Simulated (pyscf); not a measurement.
Optimised with ωB97X-D3(BJ)/def2-SVP in PySCF.

**Question.** How much does it cost (ΔH, 298 K, ωB97M-D3(BJ)/def2-TZVP) to split O=Cr(=O)(OH)–Cl at its Cr–O bond into [O=Cr(=O)–Cl]• + OH•?

**Answer.** Cr–O to [O=Cr(=O)–Cl]• + OH•: 300.4 kJ/mol. The 7 functionals that were run give +260.6 (M06-2X) to +382.6 kJ/mol (PBE). The radicals are drawn with the spin at the cut bond; how far it spreads was not checked. Other isomers of [O=Cr(=O)–Cl]• were not searched in full and may lie lower. Left out: the spin-orbit lowering of OH. Open-shell species with a d-block atom are single-reference here; other states, and whether the spin sits on metal or ligand, were not checked.
